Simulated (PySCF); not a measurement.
Gas-phase thermal properties of BHF₂

Computed with PySCF (xtb for GFN2) and rigid-rotor harmonic-oscillator thermochemistry at 1 bar. The comparison is the NASA 1993 polynomial table, which mixes measured and estimated data. 6-31G* has spherical d functions here. All species are closed-shell singlets. B3LYP is the form with VWN-RPA correlation. The harmonic model lacks anharmonicity and excited electronic states, which grow with temperature; levels with a mode under 35 cm⁻¹ are left out. The table's entry may be an old estimate for BHF₂ (not checked at source).

```
level           point group  σ  ZPE (kJ/mol)  S°298 (J/mol/K)  Cp298 (J/mol/K)  S°1000 (J/mol/K)  H1000 − H298 (kJ/mol)
--------------  -----------  -  ------------  ---------------  ---------------  ----------------  ---------------------
table                     -  -             -            244.0             42.3             312.5                   41.7
B3LYP/6-31G*            C2v  2          47.9            244.5             42.3             312.7                   41.5
GFN2-xTB                C2v  2          44.2            245.7             45.0             316.8                   43.1
HF/6-31G*               C2v  2          50.5            243.8             41.2             310.4                   40.6
PBE/def2-SVP            C2v  2          46.2            244.9             43.0             314.1                   42.1
PBE0/def2-TZVP          C2v  2          47.1            244.5             42.6             313.1                   41.8
```
σ: rotational symmetry number. Electronic degeneracy used: 1. Frequencies are unscaled.
